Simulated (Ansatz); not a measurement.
```yaml
crystal:
  periodic: [false, false, false]
  atoms:
    - {symbol: Al, position_ang: [0.000000, 0.000000, -1.604341]}
    - {symbol: N, position_ang: [0.000000, 0.000000, 0.164770]}
    - {symbol: B, position_ang: [0.000000, 0.000000, 1.439571]}
basis:
  gaussian: {orbitals: def2-TZVP}
magnetization: {spin_polarized: true, initial_magnetization: 3}
hamiltonian: {xc: pbe0}
relax: {f_tol: 0.004, max_steps: 80}
```

```sh
$ ansatz run in.yaml --threads 1 --pin off --events-out ev --progress --plain --max-ram 2176MiB
```

Steps of the relaxation (energy above the last step; positions in Å, forces in eV/Å):

```
3
step 1, 11.2 meV
Al    0.000    0.000   -1.604    0.000    0.000    0.413
N     0.000    0.000    0.165    0.000    0.000    0.661
B     0.000    0.000    1.440    0.000    0.000   -1.074
```

```
3
step 2, 0.8 meV
Al    0.000    0.000   -1.595    0.000    0.000    0.179
N     0.000    0.000    0.166    0.000    0.000    0.004
B     0.000    0.000    1.429    0.000    0.000   -0.183
```

```
3
step 3, 0.0 meV
Al    0.000    0.000   -1.590    0.000    0.000    0.027
N     0.000    0.000    0.165    0.000    0.000   -0.053
B     0.000    0.000    1.425    0.000    0.000    0.026
```

```
3
step 5, 0.0 meV
Al    0.000    0.000   -1.589    0.000    0.000    0.000
N     0.000    0.000    0.164    0.000    0.000    0.000
B     0.000    0.000    1.425    0.000    0.000    0.000
```

Close pairs at the end: N2–B3 1.260 Å, Al1–N2 1.754 Å.

A stationary point of unrestricted PBE0 after 5 steps, with ⟨S²⟩ = 3.773 against 3.75 for a pure state; no frequencies were run, so it isn't proven a minimum. 19 s on 1 thread of Arm Neoverse V2, shared host.
